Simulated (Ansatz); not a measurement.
in.yaml

```yaml
crystal:
  periodic: [false, false, false]
  atoms:
    - {symbol: Ge, position_ang: [-0.009484, -0.009514, -0.009502]}
    - {symbol: H, position_ang: [1.596230, 1.601419, 1.599340]}
    - {symbol: H, position_ang: [-0.897369, -0.893535, 0.876159]}
    - {symbol: H, position_ang: [-0.893309, 0.874999, -0.898726]}
    - {symbol: H, position_ang: [0.877903, -0.897206, -0.891986]}
basis:
  gaussian: {orbitals: 6-31G}
correlation: {method: fci, electrons: outside_noble_gas}
```

```sh
$ ansatz run in.yaml --threads 2 --pin off --events-out ev --progress --plain --max-ram 24576MiB --backend cuda --devices 0, --max-vram 18GiB
```

The program prints:

```
661 factors; integrals over basis functions are off by at most 6.1e-8 eV
mean field evaluation 1: about -56522.4788 eV, gradient 9.4e0 eV
mean field evaluation 2: about -56522.4999 eV, gradient 9.5e0 eV
mean field evaluation 4: about -56522.9300 eV, gradient 1.5e0 eV
mean field evaluation 8: about -56522.9361 eV, gradient 2.3e-4 eV
mean field -56522.93606417 eV, -2077.1795877360 hartree, gradient 3.0e-6 eV, S^2 0.000000; 0 other end points of the search recorded, 0 dependent functions left out; unrestricted orbitals would lower it
mean field evaluation 16: about -56523.9435 eV, gradient 7.9e-1 eV
unrestricted determinant -56523.95770817 eV, -2077.2171324607 hartree, S^2 0.8024
14 core orbitals not correlated: weight in the atoms' cores, before any rotation towards them, 0.999 or more for the frozen orbitals, at most 0.001 for the correlated occupied ones
reference -56522.93606417 eV, -2077.1795877360 hartree; 4, 4 occupied and 19, 19 virtual orbitals, 661 factors
state -56526.38684139 eV, -2077.3064014599 hartree
Total energy: -56526.38684139 eV, -2077.3064014599 hartree
```

Ran on 2 threads of AMD EPYC 7R13 with a shared H100 80 GB, shared host: 25 s wall, 0.75 GiB peak host memory.
